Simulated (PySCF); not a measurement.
NO2, SMILES [O]N=O (connectivity only; charge and spin as stated), charge -1, multiplicity 1. Coordinates come from a B3LYP-D3(BJ)/def2-TZVPD optimisation. The multiplicity is an assumed one; other spin states were not compared. The isomer is the one that the SMILES or the coordinates give; other isomers of the formula were not compared.

The numbers are results of B3LYP-D3(BJ)/def2-TZVPD (PySCF), not measurements.

Harmonic wavenumbers (cm⁻¹): 800, 1287, 1336. Rotational constants (GHz): 119.7, 13.84, 12.40; symmetry number 2.

### Question
Work out the zero-point energy and the ideal-gas rigid-rotor harmonic-oscillator thermochemistry at 298.15 K and 1 atm.

### Answer
ZPE = ½ Σ hcν = ½ × 3422 cm⁻¹ = 20.47 kJ/mol. H − E(el) = 30.65 kJ/mol. Entropy in J/(mol K): translation 156.50, rotation 79.12, vibration 1.09, total 236.70. G − E(el) = -39.93 kJ/mol. Cp = 37.18 J/(mol K).
